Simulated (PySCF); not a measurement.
Species: C₃H₆N₂.
Numbering: `[H]/[N:5]=[CH:4]\[CH2:3][N:2]=[CH2:1]` (hydrogens: H6, H7 on C1; H8, H9 on C3; H10 on C4; H11 on N5)

Computed by this run: PBE0-D3(BJ)/def2-SVP geometry optimisation, gas phase (PySCF 2.14.0); density fitting, grid level 1; the optimiser is geomeTRIC in internal coordinates, started from a GFN2-xTB structure.

Step 0: E = -6175.4926 eV
```
atom  x, y, z in Å  |  force x, y, z in eV/Å
C1      1.8298    0.0892   -0.4497    0.208  -0.241   0.074
N2      0.7429    0.6061   -0.1131   -0.755   0.550   0.094
C3     -0.1672   -0.0981    0.7338    0.028   0.052  -0.464
C4     -1.5346   -0.1934    0.0939    0.721  -0.061   0.451
N5     -1.9394    0.3572   -0.9511   -0.855   0.305  -0.908
H6      2.4856    0.6473   -1.1012    0.517   0.300  -0.457
H7      2.1733   -0.8994   -0.1216    0.089  -0.405   0.163
H8      0.1806   -1.1097    1.0085    0.020  -0.190   0.143
H9     -0.2862    0.4858    1.6547   -0.031   0.033   0.343
H10    -2.2364   -0.8267    0.6309   -0.384  -0.369   0.390
H11    -1.2430    0.9442   -1.4109    0.441   0.027   0.171
```

Question: Estimate the geometry and energy of step 1. (The exact step hangs on the optimiser's Hessian estimate; all steps are aligned on step 0, rigid shifts and turns removed.)

Answer: E = -6175.5595 eV, largest force 0.188 eV/Å
```
atom  x, y, z in Å  |  force x, y, z in eV/Å
C1      1.8306    0.1176   -0.4495    0.073  -0.032  -0.014
N2      0.7142    0.6265   -0.1581   -0.003  -0.017  -0.034
C3     -0.1770   -0.1045    0.6944    0.011  -0.009   0.187
C4     -1.5629   -0.1845    0.1068   -0.095   0.002  -0.114
N5     -1.9560    0.3588   -0.9653    0.054  -0.002   0.052
H6      2.5231    0.6597   -1.1115   -0.036  -0.002   0.030
H7      2.1676   -0.8705   -0.0718   -0.006   0.036  -0.008
H8      0.1762   -1.1292    0.9454    0.007   0.031  -0.029
H9     -0.2636    0.4341    1.6599    0.025  -0.031  -0.051
H10    -2.2835   -0.7843    0.6943    0.036   0.043  -0.021
H11    -1.1633    0.8791   -1.3706   -0.066  -0.019   0.000
```

The energy changes by -0.0669 eV. The first-order estimate −F·Δx gives -0.1372 eV and the mean of the old and new forces, exact on a quadratic surface, -0.0633 eV. The step makes an angle of 72° with the force vector and moves no atom by more than 0.110 Å.

The cost below is that of the whole optimisation. Time: 21 s; peak memory 0.41 GiB. Hardware: an Arm Neoverse V2 with one thread, on a shared host.
